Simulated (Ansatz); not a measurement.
Results of PBEsol (plane waves, PAW; Ansatz, an electronic-structure program) for chalcopyrite ZnGeAs₂.

Run with plane-wave cutoff 520 eV, 8×8×8 k mesh, Fermi–Dirac smearing 0.01 eV, scalar-relativistic PAW data made under PBE.

Cell (relaxed at this level):

```xyz
8
Lattice="-2.8271 2.8271 5.5945 2.8271 -2.8271 5.5945 2.8271 2.8271 -5.5945" Properties=species:S:1:pos:R:3 pbc="T T T"
Zn     0.0000     0.0000     0.0000
Zn     0.0000     2.8271     2.7972
Ge     0.0000     0.0000     5.5945
Ge     2.8271     0.0000     2.7972
As     1.4135     1.4211     4.1959
As     4.2481     1.4135     1.3986
As     1.4135     1.4060    -1.3986
As    -1.4211     1.4135     6.9931
```

Q: Estimate the band gap and bulk modulus that the calculation returns.

A: 
band gap: 0.16 eV (on the SCF k mesh)
bulk modulus: 68.5 GPa

Measured, for comparison: band gap 1.15 eV (temperature not stated, no zero-point or thermal correction, direct, our sources range from 0.85 to 1.15; as tabulated in Rashkeev et al. (1999), arXiv:cond-mat/9809378).

Note: the bulk modulus is −V dP/dV from two relaxed cells at ±2 % in volume.

Spin–orbit coupling is not included.

Static lattice: no zero-point or thermal effects.

Cost on a shared machine: very roughly 5 core-minutes.
